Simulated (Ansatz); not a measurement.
Species: HOCl, charge 1, doublet. HOCl+ (parent SMILES OCl, doublet).
B3LYP-D3(BJ)/def2-TZVP minimum from Ansatz (a program for electronic structure):
```xyz
3

O      0.0202     1.0198     0.0365
H     -0.9186     1.3475     0.0320
Cl     0.0445    -0.5592    -0.0191
```
Charge +1, spin multiplicity 2.

Total energies in aug-cc-pV(T+d)Z, 13 correlated electrons, 6 frozen orbitals. Radicals and triplets start from unrestricted determinants; spin-orbit coupling is neglected. Correlated methods leave the cores frozen. No relativity.

```json
[
 {"method": "HF", "program": "Ansatz", "energy (Eh)": "-534.54393", "minus CCSDT(Q) (mEh)": "465.21"},
 {"method": "MP2", "program": "Ansatz", "energy (Eh)": "-534.96840", "minus CCSDT(Q) (mEh)": "40.74"},
 {"method": "CCSD", "program": "Ansatz", "energy (Eh)": "-534.98678", "minus CCSDT(Q) (mEh)": "22.35"},
 {"method": "CCSD(T)", "program": "Ansatz", "energy (Eh)": "-535.00693", "minus CCSDT(Q) (mEh)": "2.21"},
 {"method": "CCSDT(Q)", "program": "Ansatz", "energy (Eh)": "-535.00914", "minus CCSDT(Q) (mEh)": "0.00"}
]
```

Rough core times of Ansatz's runs on a shared machine: CCSD(T) 80 s, CCSDT(Q) 70 min.
